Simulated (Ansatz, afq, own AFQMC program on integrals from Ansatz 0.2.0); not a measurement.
**BOF, triplet: a scan with AFQMC**

```yaml
atoms:
  - { symbol: B, position_ang: [0.0000, -0.5511, 0.0491] }
  - { symbol: O, position_ang: [0.0000, 0.1756, 1.2112] }
  - { symbol: F, position_ang: [0.0000, 0.1657, -1.0480] }
```

The B1–O2 distance is changed with both sides rigid. Energies in mEh count from this geometry (1.371 Å) at the same level; the start stands on UHF, each point on the determinant named.

Basis cc-pVDZ. Only valence electrons are correlated. Integrals, coupled cluster, full CI and functionals: Ansatz 0.2.0; the random walks run on the same integrals in our own AFQMC program. ph-AFQMC/CISD is guided by a CISD state made of CCSD amplitudes; releasing the constraint for a short imaginary time cuts its bias at the price of noise, slowly where states lie close. ± is one standard error of the sampling.

Cautions, each for one point or more: lower spins were not checked; unrestricted determinant spin contaminated.

```json
{"r(B1–O2) / Å": "1.090", "det.": "UHF", "T1": "0.030", "weight": "0.88", "⟨S²⟩": "2.01", "r2SCAN": "100.9", "wB97M-V": "103.4", "CCSD(T)": "111.8"}
{"r(B1–O2) / Å": "1.653", "det.": "UHF", "T1": "0.022", "weight": "0.88", "⟨S²⟩": "2.02", "r2SCAN": "28.3", "wB97M-V": "28.4", "CCSD(T)": "25.8"}
{"r(B1–O2) / Å": "2.185", "det.": "UHF", "T1": "0.033", "weight": "0.84", "⟨S²⟩": "2.20", "r2SCAN": "102.3", "wB97M-V": "96.5", "CCSD(T)": "90.7"}
```

(1) Estimate the curve of phaseless AFQMC with a CISD trial, counted from the same start.

Answers

(1) 
```
r(B1–O2) / Å  det.     T1  weight  ⟨S²⟩  ph-AFQMC/CISD
       1.090   UHF  0.030    0.88  2.01    113.7 ± 1.0
       1.653   UHF  0.022    0.88  2.02     25.7 ± 0.9
       2.185   UHF  0.033    0.84  2.20     91.2 ± 1.2
```

Weight is that of the determinant in the CISD state; at the start T1 is 0.021 and the weight 0.89, and ⟨S²⟩ is 2.01. Largest departures from phaseless AFQMC with a CISD trial: CCSD(T) -1.9 mEh at 1.090 (on UHF) (within the noise), r2SCAN -12.8 mEh at 1.090, wB97M-V -10.3 mEh at 1.090. The walk's constraint bias lies outside its error bars, so these are departures and not errors. Functionals count only at points shown to share the start's state and spin. In this small basis the wave-function levels are far from their limit, so their gap to the functionals isn't the functionals' error.

A walk keeps the symmetry of its determinant, which the program's search chose and which needn't be the lowest solution, so a lower state of the same spin and another symmetry isn't excluded.
